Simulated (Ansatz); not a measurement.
The same path of H3S3 (6 atoms, charge 1, multiplicity 1) was run twice with different band settings. Lost on the way: S2–H5. Made: S3–H5.

These are results of RKS r2SCAN-D4/def2-SVPD (Ansatz), not measurements.

Relaxed end points:

```xyz
6
Properties=species:S:1:pos:R:3
S -1.757 -0.003 -0.655
S -0.246 0.955 0.421
S 0.888 -0.326 1.617
H -0.936 -0.785 -1.405
H 0.645 1.221 -0.577
H 1.407 -1.063 0.599
```

```xyz
6
Properties=species:S:1:pos:R:3
S -2.040 0.071 -0.837
S -0.110 0.563 -0.944
S 0.790 -0.029 1.095
H -1.956 -1.200 -1.327
H 1.370 1.170 1.384
H 1.948 -0.575 0.628
```

Common settings: spring 5.0 eV/Å²; optimiser quadratic models (default); start path through a guess of the saddle point; force threshold 0.05 eV/Å; iteration limit 60; end points relaxed.

| run | movable images | climbing image |
| --- | --- | --- |
| 1 | 7 | yes |
| 2 | 3 | no |

(1) What does each run give, and how far can it be trusted?

Answers

(1) Run 1: converged after 21 iterations, highest image 1.046 eV above the first end. The profile has 2 maxima (images 2, 6) with wells between them (image 4): this band takes more than one step, which may be the mechanism or a detour left from its start path. Neighbouring images differ by up to 1.2 eV, so the band resolves the path poorly. A vibrational analysis at the climbing image gives one clearly imaginary mode, 985i cm⁻¹: a first-order saddle point.
Run 2: converged after 24 iterations, highest image 0.000 eV above the first end. The highest image is an end point: on this band no image between the ends rises above it. Between wells the path still climbs a hump at image 3, 0.06 eV above the well before it. So few images can step over the top or miss a turn of the path.
The orbitals stay closed-shell, which can raise the energy where a bond breaks towards radicals; this wasn't checked here.
